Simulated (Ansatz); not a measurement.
```yaml
crystal:
  periodic: [false, false, false]
  atoms:
    - {symbol: P, position_ang: [0.073279, -0.100332, 0.571712]}
    - {symbol: F, position_ang: [1.405093, -0.176641, -0.151595]}
    - {symbol: F, position_ang: [-0.473002, 1.078114, -0.163645]}
    - {symbol: F, position_ang: [-0.460065, -1.084913, -0.086832]}
basis:
  gaussian: {orbitals: 6-31G}
hamiltonian: {xc: {name: wB97}}
output: {forces: true}
```

```sh
$ ansatz run in.yaml --threads 2 --pin off --events-out ev --progress --plain --max-ram 4352MiB
```

Shortened log:

```
Functional definition: wB97
  name "wB97"
  cite "Chai & Head-Gordon, J. Chem. Phys. 128, 084106 (2008) doi:10.1063/1.2834918"
  cite "Becke, J. Chem. Phys. 107, 8554 (1997) doi:10.1063/1.475007"
  parameter omega = 0.4/bohr
  parameter cx1 = 1.13116
  parameter cx2 = -2.74915
  parameter cx3 = 12.0900
  parameter cx4 = -5.71642
  parameter css1 = -2.55352
  parameter css2 = 11.8926
  parameter css3 = -26.9452
  parameter css4 = 17.0927
  parameter cos1 = 3.99051
  parameter cos2 = -17.0066
  parameter cos3 = 1.07292
  parameter cos4 = 8.88211
  # The coefficients of nought are those of the uniform gas.
  exchange = spin_sum(e_x_unif_sr(omega)*poly(b97_u_x, 1, cx1, cx2, cx3, cx4)) + exact_x_lr(omega)
  correlation = spin_sum(e_c_pw_same_spin*poly(b97_u_same, 1, css1, css2, css3, css4))
      + integral(e_c_pw_opposite_spin*poly(b97_u_opposite, 1, cos1, cos2, cos3, cos4))
479 factors; their error is unknown
186 factors; integrals over basis functions are off by at most 4.4e-6 eV
mean field evaluation 1: about -17426.3207 eV, gradient 4.1e1 eV
mean field evaluation 2: about -17427.3898 eV, gradient 3.8e1 eV
mean field evaluation 4: about -17429.2883 eV, gradient 1.3e0 eV
mean field evaluation 8: about -17429.2532 eV, gradient 3.5e-2 eV
mean field -17429.25315836 eV, -640.5132395978 hartree, gradient 1.3e-5 eV, S^2 0.000000; 0 other end points of the search recorded, 0 dependent functions left out
the calculation of the forces begins
reference -17429.25315256 eV, -640.5132393845 hartree; 21, 21 occupied and 19, 19 virtual orbitals, 479 factors
Total energy: -17429.25315256 eV, -640.5132393845 hartree
Atom 0 at     0.073279    -0.100332     0.571712 Å, force    10.315090    17.229254    25.556842 eV/Å
Atom 1 at     1.405093    -0.176641    -0.151595 Å, force     8.175007     0.117936    -3.827435 eV/Å
Atom 2 at    -0.473002     1.078114    -0.163645 Å, force    -3.826317     8.065465    -5.070384 eV/Å
Atom 3 at    -0.460065    -1.084913    -0.086832 Å, force   -14.663780   -25.412655   -16.659023 eV/Å
Dipole moment:    -0.144617    -0.127777     0.240499 e Å
```

Run time 0.95 s (2 threads of Intel Xeon 6975P-C on a shared host).
